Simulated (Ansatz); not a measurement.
**Iron, bcc under LDA: from relaxation to bulk modulus**

The plan for iron in the bcc structure: relax it, solve it on a dense k-mesh, switch on spin-orbit coupling, then scale the cell to 7 volumes from 88 to 112 % of the relaxed one and try a fit of the equation of state. The k-meshes are 15×15×15 for the relaxation; 27×27×27 for the dense run; 16×16×16 for spin-orbit coupling; 27×27×27 for the volumes. It starts from a measured cell (COD).

Program: Ansatz 0.2.0. Level of theory: DFT LDA (PW92), plane waves (420 eV) with PAW, scalar-relativistic; PBE-made PAW files. These are calculated values, not measurements.

### 1 Starting point

It takes space group Im-3m (No. 229, cubic). Conventional cell: a = 2.866 Å, b = 2.866 Å, c = 2.866 Å, α = 90.00°, β = 90.00°, γ = 90.00°. Fe (site symmetry m-3m) has 8 Fe at 2.48 Å as nearest neighbours.

Structure file:

```cif
data_structure
_symmetry_space_group_name_H-M 'Im-3m'
_symmetry_Int_Tables_number 229
_cell_length_a 2.8665
_cell_length_b 2.8665
_cell_length_c 2.8665
_cell_angle_alpha 90.000
_cell_angle_beta 90.000
_cell_angle_gamma 90.000
_cell_volume 23.55
loop_
_atom_site_label
_atom_site_type_symbol
_atom_site_symmetry_multiplicity
_atom_site_Wyckoff_symbol
_atom_site_fract_x
_atom_site_fract_y
_atom_site_fract_z
_atom_site_occupancy
Fe1 Fe 2 a 0.00000 0.00000 0.00000 1
```

### 2 Geometry optimisation

The input, input.yaml:

```yaml
crystal:
  lattice:
    - [-1.43325, 1.43325, 1.43325]
    - [1.43325, -1.43325, 1.43325]
    - [1.43325, 1.43325, -1.43325]
  atoms:
    - { symbol: Fe, position: [0.0, 0.0, 0.0] }
hamiltonian:
  xc: lda
  pseudopotentials:
    kind: paw
    azcp:
      Fe: "pseudopotentials/Fe.paw.azcp"
basis:
  ecutwfc: 420
  fft_grid_basis: typed
kpoints:
  mp_grid: { grid: [15, 15, 15], shift: [0, 0, 0] }
magnetization:
  spin_polarized: false
scf:
  occupations: { method: fermi_dirac, width: 0.1 }
relax:
  max_steps: 60
  f_tol: 0.01
  cell: {}
```

The runs that follow: Single point on a dense mesh; With spin-orbit coupling; Equation of state: 88 %; Equation of state: 92 %; Equation of state: 96 %; Equation of state: 100 %; Equation of state: 104 %; Equation of state: 108 %; Equation of state: 112 %.

Q: Predict the outcome of this session. Wanted: space group; conventional cell; volume; shortest distance; gap on the mesh; relative to bcc, ferromagnetic; V₀, B₀, B₀′.

The runs gave:

| quantity | value |
| --- | --- |
| space group (spins left aside) | Im-3m (No. 229) |
| conventional cell | a = 2.700 Å |
| volume | 9.838 Å³/atom |
| shortest distance | 2.338 Å |
| against the measured volume | -16.5 % (11.777 Å³/atom) |
| gap on the mesh | none (levels filled in part) |
| relative to bcc, ferromagnetic | +280 meV/atom |
| V₀, B₀, B₀′ | 9.806 Å³/atom, 325 GPa, 4.6 |

**Reading.** LDA puts the volume 16.5 % below the measured one. Real iron is ferromagnetic, and a cell without moments comes out smaller. The same structure in its ferromagnetic state, relaxed in a run of its own, lies 280 meV/atom lower. Levels at the Fermi energy are filled in part, as in a metal. The total energy of the spin-orbit run lies -0.19 eV/atom from the scalar one, but the two kinds of run don't share a zero of energy: only differences within one kind count. B₀ comes out at 325 GPa, too stiff, partly because the moments are missing.
